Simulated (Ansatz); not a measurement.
**CH₄B radical (SMILES B[CH2]): one structure at several levels**

The task here is to estimate one member of a computed series from the others.

Program: Ansatz 0.2.0, Gaussian basis. Level of theory: single points in def2-TZVPP. These are calculated values, not measurements.

Correlated methods freeze the cores. Orbitals are unrestricted.

### The starting structure

SMILES `B[CH2]`, 6 atoms, charge 0, spin multiplicity 2.

Atoms are counted from 1 here; the program's logs count them from 0.

Bond lengths: B1–C2 1.644 Å, B1–H3 1.077 Å, B1–H4 1.332 Å, C2–H5 1.201 Å, C2–H6 1.143 Å. Angles: C2–B1–H3 113.7°, C2–B1–H4 124.2°, H3–B1–H4 119.9°, B1–C2–H5 118.1°, B1–C2–H6 127.2°, H5–C2–H6 110.5°.

Geometry (Å):

```xyz
6
charge 0, multiplicity 2
B     0.1260   -0.8266    0.1082
C     0.0520    0.8154    0.0627
H     1.0557   -1.2288   -0.2562
H    -0.9341   -1.6212    0.2448
H     0.8435    1.3974   -0.6277
H    -0.8623    1.4721    0.2636
```

The first run:

run/in.yaml

```yaml
crystal:
  periodic: [false, false, false]
  atoms:
    - {symbol: B, position_ang: [0.126000, -0.826600, 0.108200]}
    - {symbol: C, position_ang: [0.052000, 0.815400, 0.062700]}
    - {symbol: H, position_ang: [1.055700, -1.228800, -0.256200]}
    - {symbol: H, position_ang: [-0.934100, -1.621200, 0.244800]}
    - {symbol: H, position_ang: [0.843500, 1.397400, -0.627700]}
    - {symbol: H, position_ang: [-0.862300, 1.472100, 0.263600]}
basis:
  gaussian: {orbitals: def2-TZVPP}
magnetization: {spin_polarized: true, initial_magnetization: 1}
correlation: {method: ccsd_t}
scf: {omitted_lower_state_checks: [cluster_reference]}
output: {forces: true}
```

No record of the launch command was kept for these runs.

Steps of the session up to this table: CCSD(T)/def2-TZVPP; PBE0-D4/def2-TZVPP; wB97M-V/def2-TZVPP; r2SCAN-D4/def2-TZVPP; PBE-D4/def2-TZVPP; CAM-B3LYP-D4/def2-TZVPP; HSE06-D4/def2-TZVPP.

One of the session's tables, all rows but one given; the rest of the session is left out.

```
      method  RMS force component (eV/Å)  angle to CCSD(T) forces (°)  dipole (D)
     CCSD(T)                       1.881                    reference        0.74
     PBE0-D4                       1.911                          2.7        0.86
     wB97M-V                       1.884                          2.6        0.86
   r2SCAN-D4                       1.878                          2.1        0.86
      PBE-D4                       1.851                          4.8        0.98
CAM-B3LYP-D4                       1.895                          2.9        0.81
    HSE06-D4                           ?                            ?           ?
```

**Question.** Estimate the row for HSE06-D4.

**Answer.** RMS force component (eV/Å): 1.909; angle to CCSD(T) forces (°): 2.7; dipole (D): 0.86. In the column «RMS force component (eV/Å)» it lies between CAM-B3LYP-D4 (1.895) and PBE0-D4 (1.911).
